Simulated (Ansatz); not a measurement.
A made-up structure of CH$_{3}$BN, doublet:

```json
{"atom": "C1", "x (Å)": "-0.3095", "y (Å)": "0.3760", "z (Å)": "-0.2166"}
{"atom": "B2", "x (Å)": "0.5893", "y (Å)": "-0.6671", "z (Å)": "0.4335"}
{"atom": "N3", "x (Å)": "1.3562", "y (Å)": "-1.5806", "z (Å)": "0.9775"}
{"atom": "H4", "x (Å)": "-1.0717", "y (Å)": "0.7421", "z (Å)": "0.4742"}
{"atom": "H5", "x (Å)": "1.0061", "y (Å)": "0.3223", "z (Å)": "0.8456"}
{"atom": "H6", "x (Å)": "-0.8279", "y (Å)": "-0.0900", "z (Å)": "-1.0623"}
```

It is relaxed with PBE-D4/def2-SVP and then PBE0-D4/def2-TZVP (Ansatz 0.2.0). Atoms count as bonded within 1.22 times the sum of their covalent radii (H–H: 0.88 Å). The end point is not checked to be a true minimum.

Q: Does its bonding change? (A judgement: the text doesn't fix the answer.)

A: The calculation gives: Yes. Formed: N3–H5; broken: B2–H5.

Where it ends: The first stage lowers the energy by 4.20 eV in 18 steps. It ends as CH₃BN ([CH2][B][NH]):
```json
{"atom": "C1", "x (Å)": "-0.8686", "y (Å)": "0.2115", "z (Å)": "-0.1683"}
{"atom": "B2", "x (Å)": "0.4357", "y (Å)": "-0.2631", "z (Å)": "0.3710"}
{"atom": "N3", "x (Å)": "1.5254", "y (Å)": "-0.6594", "z (Å)": "0.8219"}
{"atom": "H4", "x (Å)": "-1.7056", "y (Å)": "0.4477", "z (Å)": "0.4777"}
{"atom": "H5", "x (Å)": "2.3935", "y (Å)": "-0.9754", "z (Å)": "1.1803"}
{"atom": "H6", "x (Å)": "-1.0379", "y (Å)": "0.3414", "z (Å)": "-1.2305"}
```

Labels in which every atom is bracketed show which atoms are joined, not bond orders.

For scale, one of the runs: PBE0-D4/def2-TZVP relaxation, 111 basis functions, launched by `ansatz run in.yaml --threads 2 --pin off --events-out ev --progress --plain --max-ram 4352MiB`. Hardware: 2 CPU threads of an Arm Neoverse N1, shared host. Wall time about 18 s.
